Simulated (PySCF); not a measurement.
Molecule: `C1C(CC=C)=C1`, C₆H₈.

Atom-mapped SMILES (the numbers label the heavy atoms): `[CH2:1]=[CH:2][CH2:3][C:4]1=[CH:5][CH2:6]1`; H(Xn) means a hydrogen on atom n. Ha(C1) is cis to C3; Hb(C1) is trans to C3.

Geometry PBE0-D3(BJ)/def2-SVP throughout; GIAO in PySCF 2.14, gas phase, one conformer, non-relativistic; equivalent atoms averaged; functional PBE0.

For orientation, 6-31G gives these shifts δ (against TMS at the same level): C2 132.7, C4 118.3, C5 99.1, C3 34.7, C6 8.1, H(C2) 6.61, H(C5) 6.54, Ha(C1) 5.64, H(C6) 1.44 ppm.

A run gave: C2 129.5, C4 115.3, C5 97.6, C3 33.7, C6 9.6, H(C2) 6.29, H(C5) 6.38, Ha(C1) 5.26, H(C6) 1.13 ppm (shifts δ (against TMS at the same level)).

Which basis set was used in that run?
A. def2-TZVP
B. pcSseg-1
C. 6-31G*
D. 6-311+G(2d,p)
E. def2-SVP

Results:

C. C4 tells them apart best: 6-31G* gives 115.3, 6-311+G(2d,p) gives 127.6, pcSseg-1 gives 128.2, def2-SVP gives 120.7, def2-TZVP gives 128.6 ppm.
